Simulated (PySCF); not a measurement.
# Protonation sites of carbon dioxide

Parent: carbon dioxide, `O=C=O` (CO2). Atom numbers as in the mapped SMILES `[O:1]=[C:2]=[O:3]`.

Computed at ωB97X-D3(BJ)/def2-TZVP // PBE0-D3(BJ)/def2-SVP with PySCF (density fitting, grid level 2). ωB97X-D3(BJ) is ωB97X-V with D3(BJ) in place of VV10. Thermal corrections: PBE0-D3(BJ)/def2-SVP frequencies, unscaled, ideal gas at 298.15 K and 1 bar, quasi-RRHO entropy.

```csv
site,product,PA / kJ/mol,GB / kJ/mol
O1 (carbonyl oxygen),O=C=[OH+],543,518
```

PA is −ΔH and GB is −ΔG of B + H⁺ → BH⁺ in the gas phase.

In acetone the product from O1 is solvated 305 kJ/mol more strongly than the parent (electrostatics only).

Measured values (NIST Chemistry WebBook, evaluated or the median of agreeing entries): proton affinity (−ΔH) 541 kJ/mol (computed 543, difference 2); gas-phase basicity (−ΔG) 516 kJ/mol (computed 518, difference 2).

Structures, frequencies and single points took 35 s of wall time on 1 thread of AMD EPYC 7571 (shared host), launched as `OMP_NUM_THREADS=1 python redox_run.py task.json out`.
